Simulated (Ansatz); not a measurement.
`C=CC(Cl)OC` and `C=CCCl` differ in one atom or group.

Ansatz, PBE0-D4/def2-TZVP geometries, multiplicity 1. Each molecule was computed in one conformer, which needn't be the lowest.

```csv
property,`C=CC(Cl)OC`
HOMO energy (B3LYP/def2-TZVPP) / eV,-7.59
HOMO–LUMO gap (ωB97M-V/def2-TZVPP) / eV,11.76
LUMO energy (PBE0/def2-TZVPP) / eV,-0.43
HOMO energy (ωB97M-V/def2-TZVPP) / eV,-10.07
LUMO energy (PBE/def2-TZVPP) / eV,-1.46
HOMO energy (PBE0/def2-TZVPP) / eV,-7.84
```

Question: What does the change do to each property? (An estimate is asked.)

Answer: Computed: 
```json
{"property": "HOMO energy (B3LYP/def2-TZVPP) / eV", "`C=CCCl`": "-7.68", "shift": "-0.09"}
{"property": "HOMO–LUMO gap (ωB97M-V/def2-TZVPP) / eV", "`C=CCCl`": "11.88", "shift": "0.12"}
{"property": "LUMO energy (PBE0/def2-TZVPP) / eV", "`C=CCCl`": "-0.42", "shift": "0.01"}
{"property": "HOMO energy (ωB97M-V/def2-TZVPP) / eV", "`C=CCCl`": "-10.16", "shift": "-0.09"}
{"property": "LUMO energy (PBE/def2-TZVPP) / eV", "`C=CCCl`": "-1.47", "shift": "-0.01"}
{"property": "HOMO energy (PBE0/def2-TZVPP) / eV", "`C=CCCl`": "-7.92", "shift": "-0.08"}
```

B3LYP here is the variant with VWN-RPA as its local correlation; programs differ in this.
